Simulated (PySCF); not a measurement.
## Peak assignment

Mapped SMILES: `[CH2:1]=[CH:2][CH2:3][O:4][CH2:5][CH3:6]` (H(Xn): hydrogen on atom n). Ha(C1) is cis to C3; Hb(C1) is trans to C3.

[PySCF: GFN2-xTB geometry; NMR shieldings at PBE0/pcSseg-1/GIAO; fast rotation and ring inversion assumed for equivalent nuclei; non-relativistic Hamiltonian; gas phase; a single conformation]

δ = σ(ref) − σ, references computed at the same level: ¹³C, ¹H vs TMS.

**Question.** Assign these signals to the numbered atoms. ¹³C{¹H} NMR (computed): δ 147.1 (CH), 120.1 (CH2), 79.0 (CH2), 71.0 (CH2), 18.1 (CH3).

**Answer.** 
147.1 → C2, alkene CH: an sp2 carbon of a C=C bond
120.1 → C1, terminal =CH2 carbon: an sp2 carbon of a C=C bond
79.0 → C3, allylic sp3 CH2 bonded to O: deshielded by the electronegative neighbour
71.0 → C5, sp3 CH2 bonded to O: the inductive effect lowers its shielding
18.1 → C6, methyl carbon: a saturated carbon with 1 carbon neighbour and no heteroatom attached

**Question.** Assign these signals to the numbered atoms. ¹H NMR (500 MHz, computed): δ 6.40 (m, 1H), 5.44 (m, 1H), 5.35 (m, 1H), 4.18 (d, 2H), 3.55 (q, 2H), 1.30 (t, 3H).

**Answer.** 
6.40 → H(C2), hydrogen on an alkene CH: olefinic region
5.44 → Ha(C1), hydrogen on a terminal =CH2 carbon: attached to an sp2 carbon and in the plane of the double bond
5.35 → Hb(C1), hydrogen on a terminal =CH2 carbon
4.18 → H(C3), hydrogen on an allylic sp3 CH2 bonded to O: its carbon carries O, an electronegative neighbour
3.55 → H(C5), hydrogen on an sp3 CH2 bonded to O: its carbon carries O, hence the downfield position
1.30 → H(C6), hydrogen on a methyl carbon

Ha(C1) and Hb(C1) lie closer than the usual error of such a calculation, so a measured spectrum could show them in the other order.

Shifts are as computed. Against solution values, carbons near 30 ppm lie about +3 ppm off and those near 130 ppm about +5 ppm. Of 1211 compounds with measured shifts, 218 miss one by over three times the rms of a fit or turn the order of signals round; such compounds aren't used in these exercises. No couplings were computed; multiplicities are counted from neighbouring protons, with m where these are inequivalent, close in shift, in a saturated or five-membered ring or joined by F or P, and br s for small geminal =CH2 splittings.
